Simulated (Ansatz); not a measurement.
# AlH3SO (built from SMILES [OH][AlH][SH]): a reaction path by the nudged elastic band

Aim: the minimum-energy path between two given structures and its highest point. Both ends were relaxed at PBE0-D4 in triple zeta. A second band with other settings follows.

Method: PBE0-D4/def2-SVP; program: Ansatz 0.2.0, Gaussian basis.

## 1. Where the work starts

The first end: 6 atoms, charge 0, spin multiplicity 1.

Atoms are counted from 1 here; the program's logs count them from 0.

Bond lengths: Al1–O2 1.693 Å, Al1–S3 2.175 Å, Al1–H5 1.576 Å, O2–H6 0.956 Å, S3–H4 1.345 Å. Angles: O2–Al1–S3 116.3°, O2–Al1–H5 123.0°, S3–Al1–H5 120.7°, Al1–O2–H6 123.6°, Al1–S3–H4 92.0°.

As a file:

```xyz
6

Al   -0.40311    0.35642   -0.14965
O     0.70189    0.30914    1.13271
S    -0.30094   -1.28750   -1.56955
H     0.71080   -1.86691   -0.89809
H    -1.45799    1.51299   -0.33089
H     0.74926    0.97596    1.81549
```

The second end:

```tsv
atom	x (Å)	y (Å)	z (Å)
Al1	-0.71552	0.27374	-0.63784
O2	0.78711	0.13603	0.61387
S3	-0.45302	-1.47950	-1.63937
H4	1.02354	-0.77862	0.34062
H5	-1.42019	1.62728	-0.25183
H6	0.77799	0.22118	1.57455
```

## 2. The band at PBE0-D4/def2-SVP

Contents of neb/in.yaml:

```yaml
crystal:
  periodic: [false, false, false]
  atoms:
    - {symbol: Al, position_ang: [-0.403112, 0.356419, -0.149651]}
    - {symbol: O, position_ang: [0.701886, 0.309137, 1.132705]}
    - {symbol: S, position_ang: [-0.300938, -1.287496, -1.569554]}
    - {symbol: H, position_ang: [0.710802, -1.866908, -0.898094]}
    - {symbol: H, position_ang: [-1.457994, 1.512994, -0.330895]}
    - {symbol: H, position_ang: [0.749258, 0.975955, 1.815488]}
basis:
  gaussian: {orbitals: def2-SVP}
hamiltonian: {xc: pbe0, dispersion: d4}
neb:
  images: 5
  climbing: true
  max_iterations: 40
  initial_path: idpp
  final_atoms:
    - {symbol: Al, position_ang: [-0.715524, 0.273741, -0.637837]}
    - {symbol: O, position_ang: [0.787106, 0.136025, 0.613872]}
    - {symbol: S, position_ang: [-0.453018, -1.479501, -1.639371]}
    - {symbol: H, position_ang: [1.023541, -0.778622, 0.340618]}
    - {symbol: H, position_ang: [-1.420191, 1.627276, -0.251830]}
    - {symbol: H, position_ang: [0.777985, 0.221180, 1.574549]}
```

The run is started by

```
$ ansatz run in.yaml --threads 2 --pin off --events-out ev --progress --plain --max-ram 4352MiB
```

## 3. The band at CAM-B3LYP-D4/def2-SVP, other settings

Edit neb/in.yaml of step 2 so:

```diff
@@ -11,3 +11,3 @@
   gaussian: {orbitals: def2-SVP}
-hamiltonian: {xc: pbe0, dispersion: d4}
+hamiltonian: {xc: {name: CAM-B3LYP}, dispersion: d4}
 neb:
@@ -16,3 +16,3 @@
   max_iterations: 40
-  initial_path: idpp
+  initial_path: linear
   final_atoms:
```

Q: Predict the outcome of this session. Wanted: barrier over the separately found saddle, CCSD(T)/def2-TZVPP.

As calculated:

| quantity | value |
| --- | --- |
| PBE0-D4/def2-SVP, 12 iterations | highest 132.6 kJ/mol (image 5), last end +118.4 kJ/mol |
| CAM-B3LYP-D4/def2-SVP, 13 iterations | highest 148.9 kJ/mol (image 5), last end +132.5 kJ/mol |
| barrier over the separately found saddle, CCSD(T)/def2-TZVPP | 161.9 kJ/mol |

What this shows: The highest image lies 132.6 kJ/mol above the first end, and it climbed, so it estimates the saddle. The ends are not quite minima at this level (largest force component 0.22 eV/Å), so the heights are unreliable: relaxing the first end would lower it and raise the barrier above it. The highest image is 29.2 kJ/mol below the CCSD(T) barrier in triple zeta, which comes from separate runs on the saddle. The second band gives 148.9 kJ/mol; the levels differ, so the two need not agree.
